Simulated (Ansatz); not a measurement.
Basis-set extrapolation for C3H7NO (`CO/C=C/N`) (PBE0-D4/def2-TZVP geometry, frozen core, the Gaussian-basis code of Ansatz). Multiplicity 1, RHF reference.

```tsv
	def2-TZVPP	def2-QZVPP
HF	-247.044373	-247.056186
MP2 correlation	-0.948433	-1.014654
CCSD(T) correlation	-1.023653	not run
```

Energies in hartree. Use E(X) = E(∞) + A·exp(−7.88·√X) for Hartree–Fock and E(X) = E(∞) + B·X^(−2.97) for correlation, with X = 3 and 4, and add CCSD(T) minus MP2 of the smaller set to the MP2 limit.

Question: What is the CCSD(T) energy at the basis-set limit?

Answer: HF limit: -247.056186 + (-0.011813) × 0.13774 = -247.05781. MP2 limit: -1.014654 + (-0.066221) × 0.74074 = -1.06371. Higher-order term: -1.023653 − (-0.948433) = -0.07522. Total: -248.19674 hartree, 337.9 kJ/mol below CCSD(T)/def2-TZVPP.
